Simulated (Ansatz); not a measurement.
Molecule: C₄H₅, charge -1, multiplicity 1. It need not be the lowest isomer of its formula. Whether it binds its extra electron was not tested at this geometry. 
Structure (B3LYP-D3(BJ)/def2-TZVP (Ansatz, a program for electronic structure) minimum search):
```xyz
9

C      0.7880     1.5478     0.2122
C      0.2890     0.6043    -0.5865
C     -0.6203    -0.4167    -0.2422
C     -0.4150    -1.6356     0.3427
H      1.5131     2.2909    -0.1331
H      0.5205     1.6517     1.2796
H     -1.6443    -0.2303    -0.5874
H      0.5710    -1.9412     0.6766
H     -1.2104    -2.3704     0.4074
```
Charge -1, spin multiplicity 1.

Basis-set convergence of Hartree-Fock and CCSD(T) correlation energies (hartree) with Ansatz. Cores are frozen in the correlated levels unless marked. No spin-orbit coupling. No relativistic terms. This anion needs diffuse functions, which these sets lack.

```
basis    functions       E(HF)  E(corr, CCSD(T))  rough core time
-------  ---------  ----------  ----------------  ---------------
cc-pVDZ          -  -154.26098          -0.60680       under 20 s
cc-pVTZ        190           ?                 ?            110 s
```

**Question.** What belongs in the gaps?

**Answer.** 
- cc-pVTZ, E(HF): -154.30950
- cc-pVTZ, E(corr, CCSD(T)): -0.72792
